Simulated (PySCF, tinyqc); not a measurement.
Worked calculation: G0W0 on RHF in the sto-3g basis, for LiH, spin multiplicity 1. The lowest restricted solution is unstable here: a spin-polarised one lies 0.0130 hartree lower (PySCF). Computed by tinyqc, a small Python program that keeps every step (integrals from PySCF). Settings: charge = 0, multiplicity = 1, basis = sto-3g, method = RHF, energy threshold = 1e-10, iteration cap = 85, orthogonalisation = symmetric, start = core, DIIS depth = 6. Command: `OMP_NUM_THREADS=1 python tinyqc.py 31056 31057 out.jsonl` (the two numbers bound the seeds that draw the settings). One thread of a shared host (Intel(R) Xeon(R) Processor @ 2.60GHz), about 0.07 s of CPU time with the checks. The early iterations of the SCF are left out here.

## One-electron integrals

Geometry (angstrom):
```
atom       x       y       z
Li    0.0000  0.0000  0.0000
H     0.0000  0.0000  2.3250
```

Basis sto-3g: exponents (1/bohr^2) and contraction coefficients of normalised primitives:
```
element  l (shell)  exponent  coefficient
Li           s (1)   16.1196       0.1543
Li           s (1)    2.9362       0.5353
Li           s (1)    0.7947       0.4446
Li           s (2)    0.6363      -0.1000
Li           s (2)    0.1479       0.3995
Li           s (2)    0.0481       0.7001
Li           p (3)    0.6363       0.1559
Li           p (3)    0.1479       0.6077
Li           p (3)    0.0481       0.3920
H            s (1)    3.4253       0.1543
H            s (1)    0.6239       0.5353
H            s (1)    0.1689       0.4446
```

Overlap, kinetic and nuclear-attraction integrals over the contracted functions; the nuclear repulsion is the sum of Za Zb / Rab.

nuclear repulsion = 0.682809 hartree

overlap S, lower triangle:
```
         1Li 1s  1Li 2s  1Li 2px  1Li 2py  1Li 2pz   2H 1s
1Li 1s   1.0000
1Li 2s   0.2411  1.0000
1Li 2px  0.0000  0.0000   1.0000
1Li 2py  0.0000  0.0000   0.0000   1.0000
1Li 2pz  0.0000  0.0000   0.0000   0.0000   1.0000
2H 1s    0.0128  0.2298   0.0000   0.0000   0.3390  1.0000
```

kinetic energy T (hartree), lower triangle:
```
          1Li 1s  1Li 2s  1Li 2px  1Li 2py  1Li 2pz   2H 1s
1Li 1s    3.5768
1Li 2s   -0.0202  0.1022
1Li 2px   0.0000  0.0000   0.3197
1Li 2py   0.0000  0.0000   0.0000   0.3197
1Li 2pz   0.0000  0.0000   0.0000   0.0000   0.3197
2H 1s    -0.0059  0.0080   0.0000   0.0000   0.0394  0.7600
```

nuclear attraction V (hartree), lower triangle:
```
          1Li 1s   1Li 2s  1Li 2px  1Li 2py  1Li 2pz    2H 1s
1Li 1s   -8.2105
1Li 2s   -1.0192  -1.4279
1Li 2px   0.0000   0.0000  -1.3982
1Li 2py   0.0000   0.0000   0.0000  -1.3982
1Li 2pz  -0.0076  -0.0814   0.0000   0.0000  -1.4582
2H 1s    -0.0509  -0.3480   0.0000   0.0000  -0.5184  -1.9094
```

core Hamiltonian H = T + V (hartree), lower triangle:
```
          1Li 1s   1Li 2s  1Li 2px  1Li 2py  1Li 2pz    2H 1s
1Li 1s   -4.6337
1Li 2s   -1.0395  -1.3257
1Li 2px   0.0000   0.0000  -1.0785
1Li 2py   0.0000   0.0000   0.0000  -1.0785
1Li 2pz  -0.0076  -0.0814   0.0000   0.0000  -1.1386
2H 1s    -0.0567  -0.3400   0.0000   0.0000  -0.4790  -1.1493
```

## Two-electron integrals

Functions are numbered as in S; the eight-fold symmetry (ij|kl) = (ji|kl) = (kl|ij) leaves the list below.

Two-electron integrals (ij|kl) in chemists' order, unique and non-zero (hartree):
```
(11|11) 1.6804     (21|11) 0.2654     (21|21) 0.0499     (22|11) 0.3977
(22|21) 0.0929     (22|22) 0.2906     (31|31) 0.0090     (32|31) 0.0138
(32|32) 0.0642     (33|11) 0.3966     (33|21) 0.0929     (33|22) 0.2905
(33|33) 0.3129     (41|41) 0.0090     (42|41) 0.0138     (42|42) 0.0642
(43|43) 0.0169     (44|11) 0.3966     (44|21) 0.0929     (44|22) 0.2905
(44|33) 0.2792     (44|44) 0.3129     (51|51) 0.0090     (52|51) 0.0138
(52|52) 0.0642     (53|53) 0.0169     (54|54) 0.0169     (55|11) 0.3966
(55|21) 0.0929     (55|22) 0.2905     (55|33) 0.2792     (55|44) 0.2792
(55|55) 0.3129     (61|11) 0.0132     (61|21) 0.0025     (61|22) 0.0049
(61|33) 0.0048     (61|44) 0.0048     (61|51) 3.49e-04   (61|52) 0.0007
(61|55) 0.0050     (61|61) 1.44e-04   (62|11) 0.0657     (62|21) 0.0157
(62|22) 0.0569     (62|33) 0.0535     (62|44) 0.0535     (62|51) 0.0024
(62|52) 0.0181     (62|55) 0.0636     (62|61) 0.0010     (62|62) 0.0237
(63|31) 0.0008     (63|32) 0.0047     (63|53) 0.0023     (63|63) 0.0011
(64|41) 0.0008     (64|42) 0.0047     (64|54) 0.0023     (64|64) 0.0011
(65|11) 0.0926     (65|21) 0.0222     (65|22) 0.0824     (65|33) 0.0768
(65|44) 0.0768     (65|51) 0.0036     (65|52) 0.0280     (65|55) 0.0935
(65|61) 0.0014     (65|62) 0.0365     (65|65) 0.0565     (66|11) 0.2276
(66|21) 0.0549     (66|22) 0.2182     (66|33) 0.2006     (66|44) 0.2006
(66|51) 0.0076     (66|52) 0.0768     (66|55) 0.2532     (66|61) 0.0034
(66|62) 0.1218     (66|65) 0.1917     (66|66) 0.7746
```

## Orthogonalisation

S = U s U^T; symmetric (Loewdin) form X = U s^(-1/2) U^T, so that X^T S X = 1.

eigenvalues of S: 0.5675  0.8084  1.0000  1.0000  1.1826  1.4416

X, lower triangle:
```
          1Li 1s   1Li 2s  1Li 2px  1Li 2py  1Li 2pz   2H 1s
1Li 1s    1.0234
1Li 2s   -0.1288   1.0470
1Li 2px   0.0000   0.0000   1.0000
1Li 2py   0.0000   0.0000   0.0000   1.0000
1Li 2pz  -0.0052   0.0345   0.0000   0.0000   1.0493
2H 1s     0.0174  -0.1326   0.0000   0.0000  -0.1902  1.0725
```

## Iteration 8 (converged): orbitals

converged F (hartree), lower triangle:
```
          1Li 1s   1Li 2s  1Li 2px  1Li 2py  1Li 2pz    2H 1s
1Li 1s   -2.3692
1Li 2s   -0.6436  -0.2062
1Li 2px   0.0000   0.0000   0.1586
1Li 2py   0.0000   0.0000   0.0000   0.1586
1Li 2pz   0.0136  -0.0537   0.0000   0.0000   0.0700
2H 1s    -0.0353  -0.1803   0.0000   0.0000  -0.1793  -0.0684
```

Diagonalise F' = X^T F X, C = X C', fill 2 alpha and 2 beta electrons from the bottom; D = 2 C_occ C_occ^T. Each column has its largest component positive (the first on a tie).

F' = X^T F X (hartree), lower triangle:
```
         1        2       3       4        5       6
1  -2.3156
2  -0.3608  -0.0463
3   0.0000   0.0000  0.1586
4   0.0000   0.0000  0.0000  0.1586
5   0.0109  -0.0008  0.0000  0.0000   0.1444
6   0.0260  -0.1801  0.0000  0.0000  -0.2108  0.0428
```

orbital energies (hartree): MO1 -2.3717, MO2 -0.2228, MO3 0.0682, MO4 0.1586, MO5 0.1586, MO6 0.3516

coefficients C:
```
             MO1      MO2      MO3      MO4     MO5      MO6
1Li 1s    0.9915  -0.1485  -0.2164   0.0000  0.0000   0.1103
1Li 2s    0.0331   0.5139   0.8001   0.0000  0.0000  -0.4756
1Li 2px   0.0000   0.0000   0.0000  -0.0164  0.9999   0.0000
1Li 2py   0.0000   0.0000   0.0000   0.9999  0.0164   0.0000
1Li 2pz  -0.0043   0.3181  -0.5793   0.0000  0.0000  -0.8376
2H 1s    -0.0019   0.6124  -0.2322   0.0000  0.0000   0.8806
```

D after iteration 8, lower triangle:
```
          1Li 1s  1Li 2s  1Li 2px  1Li 2py  1Li 2pz   2H 1s
1Li 1s    2.0104
1Li 2s   -0.0871  0.5304
1Li 2px   0.0000  0.0000   0.0000
1Li 2py   0.0000  0.0000   0.0000   0.0000
1Li 2pz  -0.1030  0.3267   0.0000   0.0000   0.2025
2H 1s    -0.1857  0.6293   0.0000   0.0000   0.3897  0.7500
```

Within a degenerate level the vectors are fixed only up to a rotation; this is one choice.

## Convergence

Stop when the energy changes by less than 1e-10 hartree and every element of the error matrix X^T (F D S - S D F) X is below 3e-06.

Course of the cycle:
```
iteration  E (hartree)     change  largest element of the error matrix
1            -7.730846          -                             1.77e-01
2            -7.791257  -6.04e-02                             1.64e-02
3            -7.792339  -1.08e-03                             7.14e-03
4            -7.792628  -2.89e-04                             3.34e-03
5            -7.792714  -8.66e-05                             1.37e-04
6            -7.792714  -3.59e-08                             3.86e-05
7            -7.792714  -4.09e-09                             1.45e-06
8            -7.792714  -4.26e-12                             1.41e-08
```

PySCF RHF in the same basis = -7.792714 hartree

Converged in 8 iterations.

## Integrals over molecular orbitals

(pq|rs) = sum C_ip C_jq C_kr C_ls (ij|kl), one index at a time.

one-electron integrals over orbitals h = C^T H C (hartree), lower triangle:
```
         1        2        3        4        5        6
1  -4.6249
2   0.0956  -1.2561
3   0.1603   0.0066  -1.0844
4   0.0000   0.0000   0.0000  -1.0785
5   0.0000   0.0000   0.0000   0.0000  -1.0785
6  -0.0518   0.0576   0.0165   0.0000   0.0000  -1.0202
```

Two-electron integrals over orbitals (pq|rs), unique and non-zero (hartree):
```
(11|11) 1.6594      (21|11) -0.0976     (21|21) 0.0099      (22|11) 0.3018
(22|21) 0.0021      (22|22) 0.4395      (31|11) -0.1424     (31|21) 0.0107
(31|22) -0.0102     (31|31) 0.0220      (32|11) 0.0343      (32|21) -0.0025
(32|22) -0.0644     (32|31) -3.78e-04   (32|32) 0.0263      (33|11) 0.3883
(33|21) -0.0084     (33|22) 0.2122      (33|31) 0.0006      (33|32) 0.0166
(33|33) 0.3235      (41|41) 0.0098      (42|41) 0.0073      (42|42) 0.0209
(43|41) 0.0104      (43|42) 0.0209      (43|43) 0.0414      (44|11) 0.3963
(44|21) -0.0035     (44|22) 0.2375      (44|31) -0.0051     (44|32) 0.0173
(44|33) 0.2781      (44|44) 0.3129      (51|51) 0.0098      (52|51) 0.0073
(52|52) 0.0209      (53|51) 0.0104      (53|52) 0.0209      (53|53) 0.0414
(54|54) 0.0169      (55|11) 0.3963      (55|21) -0.0035     (55|22) 0.2375
(55|31) -0.0051     (55|32) 0.0173      (55|33) 0.2781      (55|44) 0.2792
(55|55) 0.3129      (61|11) 0.0670      (61|21) -0.0088     (61|22) -0.0071
(61|31) -0.0044     (61|32) 0.0029      (61|33) 0.0116      (61|44) 0.0016
(61|55) 0.0016      (61|61) 0.0106      (62|11) -0.0855     (62|21) 0.0011
(62|22) 0.1046      (62|31) 0.0046      (62|32) -0.0496     (62|33) -0.0173
(62|44) -0.0414     (62|55) -0.0414     (62|61) 0.0014      (62|62) 0.1320
(63|11) 0.0268      (63|21) -0.0021     (63|22) -0.0620     (63|31) 0.0039
(63|32) 0.0220      (63|33) 0.0371      (63|44) 0.0106      (63|55) 0.0106
(63|61) 0.0047      (63|62) -0.0428     (63|63) 0.0349      (64|41) -0.0056
(64|42) -0.0178     (64|43) -0.0111     (64|64) 0.0187      (65|51) -0.0056
(65|52) -0.0178     (65|53) -0.0111     (65|65) 0.0187      (66|11) 0.3479
(66|21) 4.27e-04    (66|22) 0.4093      (66|31) -0.0103     (66|32) -0.0507
(66|33) 0.2393      (66|44) 0.2551      (66|55) 0.2551      (66|61) -0.0053
(66|62) 0.0862      (66|63) -0.0472     (66|66) 0.4025
```

## Screening: direct RPA

With D = e_a - e_i and K = (ia|jb): diagonalise D^(1/2) (D + 4K) D^(1/2) = Z w^2 Z^T; X + Y = D^(1/2) Z w^(-1/2), each column of Z with its largest component positive (the first on a tie); E_c = (sum w - tr (D + 2K)) / 2.

D^(1/2) (D + 4K) D^(1/2) (hartree^2), lower triangle:
```
         1>3     1>4     1>5     1>6      2>3     2>4     2>5     2>6
1>3   6.1677
1>4   0.0000  6.5012
1>5   0.0000  0.0000  6.5012
1>6  -0.0449  0.0000  0.0000  7.5311
2>3  -0.0013  0.0000  0.0000  0.0103   0.1153
2>4   0.0000  0.0286  0.0000  0.0000   0.0000  0.1774
2>5   0.0000  0.0000  0.0286  0.0000   0.0000  0.0000  0.1774
2>6   0.0218  0.0000  0.0000  0.0072  -0.0811  0.0000  0.0000  0.6332
```

excitation energies w (hartree): 0.3208  0.4210  0.4210  0.8035  2.4832  2.5498  2.5498  2.7446

X + Y:
```
           1        2        3        4        5       6        7        8
1>3  -0.0010   0.0000   0.0000  -0.0069   0.9907  0.0000   0.0000  -0.0310
1>4   0.0000   0.0028  -0.0107   0.0000   0.0000  0.0528   0.9948   0.0000
1>5   0.0000  -0.0107  -0.0028   0.0000   0.0000  0.9948  -0.0528   0.0000
1>6  -0.0044   0.0000   0.0000  -0.0015   0.0344  0.0000   0.0000   0.9956
2>3   0.9415   0.0000   0.0000  -0.0910  -0.0001  0.0000   0.0000   0.0004
2>4   0.0000  -0.2385   0.9215   0.0000   0.0000  0.0001   0.0017   0.0000
2>5   0.0000   0.9215   0.2385   0.0000   0.0000  0.0017  -0.0001   0.0000
2>6   0.2023   0.0000   0.0000   0.8358   0.0019  0.0000   0.0000   0.0004
```

RPA correlation energy = -0.031426 hartree

Within a degenerate level the vectors are fixed only up to a rotation; this is one choice.

## G0W0 on Hartree-Fock: HOMO

W(p,q,m) = sqrt2 sum_ia (pq|ia) (X+Y)_ia,m; Sigma_c(x) = sum_(i,m) W^2/(x - e_i + w_m) + sum_(a,m) W^2/(x - e_a - w_m); solve x = e_p + Sigma_c(x) by Newton steps; Z = 1/(1 - dSigma/dx); 1 hartree = 27.211386 eV.

The 12 largest terms at x = e_p (hartree; W for the signs of X + Y given):
```
q  m        W       term
2  4   0.1320     0.0217
6  4   0.1624    -0.0191
2  1  -0.0558     0.0097
3  4  -0.0620    -0.0035
5  2   0.0271    -0.0009
4  3   0.0271    -0.0009
6  1  -0.0283    -0.0009
3  1   0.0208    -0.0007
2  5  -0.0143   8.28e-05
4  2  -0.0070  -6.15e-05
5  3   0.0070  -6.15e-05
1  5   0.0146   4.62e-05
```

Newton steps (hartree):
```
step        x  Sigma_c(x)       Z
0     -0.2228      0.0053  0.9268
1     -0.2179      0.0049  0.9276
2     -0.2179      0.0049  0.9276
```

quasiparticle energy of the HOMO = -5.9301 eV

Hartree-Fock value = -6.0635 eV

## G0W0 on Hartree-Fock: LUMO

As before.

The 12 largest terms at x = e_p (hartree; W for the signs of X + Y given):
```
q  m        W       term
2  4  -0.0620     0.0035
6  4  -0.0534    -0.0026
5  2   0.0271    -0.0014
4  3   0.0271    -0.0014
3  1   0.0171    -0.0009
2  1   0.0208     0.0007
3  4  -0.0227    -0.0006
6  1   0.0170  -4.77e-04
1  5   0.0307   1.91e-04
3  8   0.0163  -9.69e-05
4  2  -0.0070  -9.63e-05
5  3   0.0070  -9.63e-05
```

Newton steps (hartree):
```
step       x  Sigma_c(x)       Z
0     0.0682     -0.0036  0.9829
1     0.0647     -0.0035  0.9831
2     0.0647     -0.0035  0.9831
```

quasiparticle energy of the LUMO = 1.7595 eV

Hartree-Fock value = 1.8549 eV
